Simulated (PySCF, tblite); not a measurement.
**Complex of phosphorus trifluoride and ammonia**

A gas-phase complex of phosphorus trifluoride and ammonia; neutral, singlet. The structure comes from a short search (6 tight-binding starts) and was relaxed by PBE0-D3(BJ)/def2-SVPD; another way of binding may lie lower. Frequencies by PBE0-D3(BJ)/def2-SVPD show no clear imaginary mode.

```json
{"part": "1", "name": "phosphorus trifluoride", "SMILES": "FP(F)F", "atoms": "1–4", "charge": "0", "multiplicity": "1"}
{"part": "2", "name": "ammonia", "SMILES": "N", "atoms": "5–8", "charge": "0", "multiplicity": "1"}
```

Coordinates in Å:
```
F1     -0.886   -1.037   -0.176
P2      0.019    0.004    0.672
F3      1.428   -0.289   -0.069
F4     -0.350    1.281   -0.270
N5      0.712   -2.292    1.754
H6      0.918   -2.910    0.974
H7      1.545   -2.234    2.332
H8     -0.024   -2.723    2.306
```

Contacts between parts, classed by geometry: F4–P2···N5 2.631 Å (pnictogen bond, 169°).

Interaction energies are complex less parts, with the parts frozen as they stand in it; counterpoise-corrected, in kcal/mol (PySCF). The CCSD(T) estimate is Hartree-Fock/aug-cc-pVQZ, plus the MP2 correlation part extrapolated as X⁻³ from aug-cc-pVTZ and aug-cc-pVQZ, plus CCSD(T) less MP2 in aug-cc-pVDZ; noble-gas cores are frozen. It isn't the exact limit.

Task: How strongly do the parts interact, level by level?

Result: 
```csv
level,interaction,superposition error removed
Hartree-Fock/aug-cc-pVQZ,-2.37,-
wB97M-D3(BJ)/def2-TZVPD,-5.78,-0.34
PBE0-D3(BJ)/def2-TZVPD,-6.76,-0.31
MP2/aug-cc-pVQZ,-5.46,-0.46
"CCSD(T), estimated basis limit",-5.52,-
```

Task: What holds them together? Decompose the wB97M-D3(BJ)/def2-TZVPD energy: frozen parts, their antisymmetrised product, then relaxation.

Result: electrostatic -21.2, Pauli repulsion +26.6, orbital relaxation -9.9, dispersion correction -1.6 kcal/mol, which sum to the value before the counterpoise correction; the Pauli term holds the exchange-correlation of the frozen density too. Of the attraction, 65 % is electrostatic, 30 % is orbital relaxation, 5 % is dispersion correction.

The parts were also relaxed and run alone, at the levels used for the complex: shieldings by PBE0/pcSseg-2; core levels by delta-SCF with SCAN, pcX-2 on the ionised atom and pcseg-1 elsewhere, spin-free X2C (2p3/2 is the spin-free 2p value less a third of a first-order spin-orbit splitting).

Task: How do these values change when the complex forms?

Result: 
```tsv
property	alone	in the complex	change
F4–P2 bond (Å)	1.607	1.629	+0.022
shielding of P2 (ppm)	168.6	189.6	+21.0
shielding of N5 (ppm)	262.5	230.4	-32.1
shielding of F4 (ppm)	193.9	196.3	+2.4
F1 1s core level (eV)	693.80	692.73	-1.07
P2 2p3/2 core level (eV)	141.84	140.47	-1.37
N5 1s core level (eV)	405.54	406.19	+0.64
```

Task: What are the binding energy from relaxed parts (wB97M-D3(BJ)/def2-TZVPD), and ΔH and ΔG of association at 298.15 K and 1 atm?

Result: -3.91 kcal/mol, -2.30 with zero-point energy; ΔH -2.4 and ΔG +5.6 kcal/mol, from harmonic vibrations by PBE0-D3(BJ)/def2-SVPD with low modes damped.

The 6 runs behind this took 12 min in all, one thread each of AMD EPYC 9R45 96-Core on a shared host, launched as `OMP_NUM_THREADS=1 python cluster_run.py task.json out`.
